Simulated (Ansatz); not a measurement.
Reaction: AlCl3 (SMILES [Cl][Al]([Cl])[Cl]) → AlCl2 (SMILES [Cl][Al][Cl], doublet) + Cl (doublet) (the Al-Cl bond breaks)
Each species at its own B3LYP-D3(BJ)/def2-TZVP minimum (Ansatz, an electronic-structure program).

Total energies in hartree (Ansatz). Radicals and triplets start from unrestricted determinants; spin-orbit coupling is neglected. Correlated methods leave the cores frozen. No relativity.

```csv
species,HF/cc-pV(T+d)Z,CCSD(T)/cc-pV(T+d)Z,HF/cc-pV(Q+d)Z,CCSD(T)/cc-pV(Q+d)Z,CCSD(T)/cc-pV(D+d)Z,CCSDT(Q)/cc-pV(D+d)Z
1: AlCl3 (SMILES [Cl][Al]([Cl])[Cl]),-1620.72367,-1621.42721,-1620.73709,-1621.50738,-1621.17780,-1621.17984
"2: AlCl2 (SMILES [Cl][Al][Cl], doublet)",-1161.09409,-1161.57213,-1161.10373,-1161.62678,-1161.40147,-1161.40315
3: Cl (doublet),-459.48556,-459.67356,-459.48916,-459.69449,-459.60403,-459.60445
```

Question: Work out the bond dissociation energy (electronic) in kcal/mol: take Hartree-Fock from cc-pV(Q+d)Z, extrapolate the CCSD(T) correlation energy as X^-3 (X = 3, 4), and add CCSDT(Q) - CCSD(T) in cc-pV(D+d)Z. 1 hartree = 627.51 kcal/mol.

Answer: 
Species 1: correlation (64·(-0.77029) - 27·(-0.70354))/37 = -0.81900; step -0.00204; E1 = -1620.73709 + (-0.81900) + (-0.00204) = -1621.55813
Species 2: correlation (64·(-0.52305) - 27·(-0.47804))/37 = -0.55590; step -0.00168; E2 = -1161.10373 + (-0.55590) + (-0.00168) = -1161.66131
Species 3: correlation (64·(-0.20533) - 27·(-0.18800))/37 = -0.21798; step -0.00042; E3 = -459.48916 + (-0.21798) + (-0.00042) = -459.70756
-1·E1 +1·E2 +1·E3 = 0.18926 hartree = 118.8 kcal/mol.
